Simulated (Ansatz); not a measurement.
doublet BH2: levels of theory in one basis

```xyz
3

H     0.0000    0.1729   -1.0874
B     0.0000   -0.3457    0.0000
H     0.0000    0.1729    1.0874
```

Basis set: def2-SVP (spherical functions). Left uncorrelated: 1 orbital. Correlation on ROHF uses semicanonical orbitals with singles. Charge 0, multiplicity 2.

Computed with Ansatz (development build ahead of 0.2.0); each method stands on the lowest determinant of its kind that the runs found.

| method | E − E(ROHF) (eV) | <S²> of the determinant |
| --- | --- | --- |
| ROHF | 0.00 | 0.75 |
| UHF | -0.03 | 0.75 |
| ROHF-MP2 | -1.84 | – |
| UHF-MP2 | -1.84 | 0.75 |

Task: What does ROHF-CCSD(T) give on the same scale?

Result: -2.39 eV.
